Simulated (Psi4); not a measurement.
# [OF2]+ (SMILES F[O+]F): UCCSD(T)/def2-SVP (sweep point 3)

Aim: the vertical ionisation energy of [OF2]+ at UCCSD(T)/def2-SVP (sweep point 3), from 2 runs. 

Program for the calculation: Psi4 1.11.

4 further runs of the same task are left out: 4 set aside as unsound or not needed.

### 1 Starting point

[OF2]+: 3 atoms, total charge +1, spin state doublet. As SMILES, `F[O+]F`. The shape is that of a GFN2-xTB optimisation.

Bond lengths: F1–O2 1.287 Å, O2–F3 1.287 Å. Angles: F1–O2–F3 110.7°.

### 2 A single-point energy at UCCSD(T)/def2-SVP (sweep point 3)

input.inp reads:

```
memory 1600 MB

molecule {
  1 2
  F      0.928320    -0.299370     0.478940
  O      0.000600     0.484920     0.053430
  F     -0.928920    -0.185540    -0.532380
  symmetry c1
}

set globals {
  reference       uhf
  puream          true
  scf_type        pk
  num_frozen_docc 3
  d_convergence   0.0001
  e_convergence   0.0001
  maxiter         150
}

energy_value, wavefunction = energy('ccsd(t)/def2-SVP', return_wfn=True)
```

Started as:

```bash
$ psi4 input.inp input.out -n 1
```

input.out, cut to the lines that bear on the results:

```text
[...]
  Running in c1 symmetry.
[...]
  Nuclear repulsion =   79.441141796696542
[...]
  Multiplicity = 2
[...]
  Nalpha       = 13
  Nbeta        = 12
[...]
    Number of basis functions: 42
[...]
   @UHF iter   1:  -272.52223684915754    3.65844e-01   1.80446e-02 ADIIS/DIIS
[...]
   @UHF iter  10:  -272.75539638600031   -3.83498e-05   1.83903e-05 DIIS
[...]
   @S^2 Observed:                7.825591438E-01
[...]
    Orbital Energies [Eh]
    ---------------------
    Alpha Occupied:
       1A    -26.822918     2A    -26.822821     3A    -21.344118
       4A     -2.286234     5A     -2.069245     6A     -1.695318
       7A     -1.372430     8A     -1.285763     9A     -1.277148
      10A     -1.152203    11A     -1.094351    12A     -1.070464
      13A     -1.049403
    Alpha Virtual:
      14A     -0.197676    15A     -0.126779    16A      0.620189
      17A      0.652738    18A      0.710384    19A      0.734808
      20A      0.979697    21A      1.055637    22A      1.059167
      23A      1.092351    24A      1.118494    25A      1.230968
[...]
  @UHF Final Energy:  -272.75539638600031
   => Energetics <=
    Nuclear Repulsion Energy =             79.4411417966965416
    One-Electron Energy =                -527.3298165898049774
    Two-Electron Energy =                 175.1332784071080653
    Total Energy =                       -272.7553963860003705
  UHF NO Occupations:
  HONO-2 :   11  A 1.9941447
  HONO-1 :   12  A 1.9922945
[...]
 Multipole Moments:
 ------------------------------------------------------------------------------------
     Multipole            Electronic (a.u.)      Nuclear  (a.u.)        Total (a.u.)
 ------------------------------------------------------------------------------------
 L = 1.  Multiply by 2.5417464519 to convert [e a0] to [Debye]
 Dipole X            :         -0.0049770            0.0222006            0.0172236
 Dipole Y            :         -0.0919023            0.4108900            0.3189877
 Dipole Z            :          0.0000000            0.0000000            0.0000000
 Magnitude           :                                                    0.3194523
[...]
      * MP2 total energy                      = -273.299051807053843
[...]
      * CCSD total energy                     = -273.326484857234391
[...]
      * CCSD(T) total energy                     = -273.344119241936198
[...]
```

It took 5.4 s on 1 thread of Intel Xeon 6975P-C (Granite Rapids), shared host; peak memory 0.21 GiB.

### 3 Singlet [OF2]2+

input.in reads:

```
memory 1600 mb

molecule {
  2 1
  F      0.928320    -0.299370     0.478940
  O      0.000600     0.484920     0.053430
  F     -0.928920    -0.185540    -0.532380
  units angstrom
  symmetry c1
}

set globals {
  basis def2-SVP
  puream true
  scf_type pk
  num_frozen_docc 3
  d_convergence 0.0001
  e_convergence 0.0001
}

result = energy('ccsd(t)')
```

Started as:

```bash
$ psi4 -i input.in -o input.out -n 1
```

input.out, cut to the lines that bear on the results:

```text
[...]
  Running in c1 symmetry.
[...]
  Nuclear repulsion =   79.441141796696542
[...]
  Multiplicity = 1
[...]
  Nalpha       = 12
  Nbeta        = 12
[...]
    Number of basis functions: 42
[...]
   @RHF iter   1:  -271.28887492203449    1.59921e+00   2.55206e-02 DIIS/ADIIS
[...]
   @RHF iter   8:  -271.74851027361308   -1.98259e-05   1.96995e-05 DIIS
[...]
    Orbital Energies [Eh]
    ---------------------
    Doubly Occupied:
       1A    -27.309307     2A    -27.308694     3A    -21.864637
       4A     -2.701486     5A     -2.499680     6A     -2.073408
       7A     -1.713491     8A     -1.708102     9A     -1.628287
      10A     -1.527993    11A     -1.502299    12A     -1.480094
[...]
  @RHF Final Energy:  -271.74851027361308
   => Energetics <=
    Nuclear Repulsion Energy =             79.4411417966965416
    One-Electron Energy =                -515.7434561441720007
    Two-Electron Energy =                 164.5538040738623806
    Total Energy =                       -271.7485102736130784
[...]
 Multipole Moments:
 ------------------------------------------------------------------------------------
     Multipole            Electronic (a.u.)      Nuclear  (a.u.)        Total (a.u.)
 ------------------------------------------------------------------------------------
 L = 1.  Multiply by 2.5417464519 to convert [e a0] to [Debye]
 Dipole X            :         -0.0023215            0.0222006            0.0198791
 Dipole Y            :         -0.0283897            0.4108900            0.3825003
 Dipole Z            :         -0.0000000            0.0000000           -0.0000000
 Magnitude           :                                                    0.3830165
[...]
      * MP2 total energy                      = -272.399127942116763
[...]
      * CCSD total energy                     = -272.400081020498192
[...]
      * CCSD(T) total energy                  = -272.441732530872002
[...]
```

Wall time 2.5 s (1 thread of Intel Xeon 6975P-C (Granite Rapids), shared host); peak memory 0.2 GiB.

### 4 What came out

At UCCSD(T)/def2-SVP (sweep point 3), 3 core orbitals frozen:

```
                                                                  quantity          value
                                              doublet [OF2]+: total energy  -273.34412 Eh
doublet [OF2]+: HOMO energy (Hartree–Fock orbitals) (highest over α and β)      -28.56 eV
 doublet [OF2]+: LUMO energy (Hartree–Fock orbitals) (lowest over α and β)      -10.02 eV
               doublet [OF2]+: correlation energy (3 core orbitals frozen)     -588.7 mEh
                                            doublet [OF2]+: (T) correction     -17.63 mEh
                         doublet [OF2]+: ⟨S²⟩ of the reference determinant          0.783
                                             doublet [OF2]+: T1 diagnostic          0.059
                                             singlet [OF2]2+: total energy  -272.44173 Eh
                      singlet [OF2]2+: HOMO energy (Hartree–Fock orbitals)      -40.28 eV
                      singlet [OF2]2+: LUMO energy (Hartree–Fock orbitals)      -25.14 eV
                    singlet [OF2]2+: HOMO–LUMO gap (Hartree–Fock orbitals)       15.14 eV
              singlet [OF2]2+: correlation energy (3 core orbitals frozen)     -693.2 mEh
                                           singlet [OF2]2+: (T) correction     -41.65 mEh
                                            singlet [OF2]2+: T1 diagnostic          0.060
                      vertical ionisation energy (to the singlet dication)      24.555 eV
```

The vertical ionisation energy comes to 24.56 eV (566 kcal/mol). Only the singlet of the ionised species was computed; a triplet could lie lower. The T1 diagnostic (doublet [OF2]+) of 0.059 is above the customary mark for such species, so a single reference may not serve. The triples (doublet [OF2]+) make up 3.0 % of the correlation energy. The T1 diagnostic (singlet [OF2]2+) of 0.060 is above the customary mark for such species, so a single reference may not serve. The triples (singlet [OF2]2+) make up 6.0 % of the correlation energy.
